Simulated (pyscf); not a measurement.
Optimised with ωB97X-D3(BJ)/def2-SVP in PySCF. MP2 and CC: frozen core, UHF for open shells. ΔMP2 is the change of the MP2 total energy from the triple- to the quadruple-zeta basis.

Problem. How much does it cost (ΔH, 298 K, CCSD(T)/def2-TZVPP + ΔMP2(QZVPP)) to split H₃C–AlH–O–SiH₃ (SMILES [CH3][AlH][O][SiH3]) at its O–Si bond into H₃C–AlH–O• + SiH₃•?

Solution. O–Si to H₃C–AlH–O• + SiH₃•: 5.67 eV. The radicals are drawn with the spin at the cut bond; how far it spreads was not checked. H₃C–AlH–O• lies 1.47 eV over its isomer [H₃C–Al–OH]•, and others may lie lower still (electronic energy, ωB97M-D3(BJ)). The CCSD(T) − MP2 part came from Ansatz, without density fitting, on the same reference.
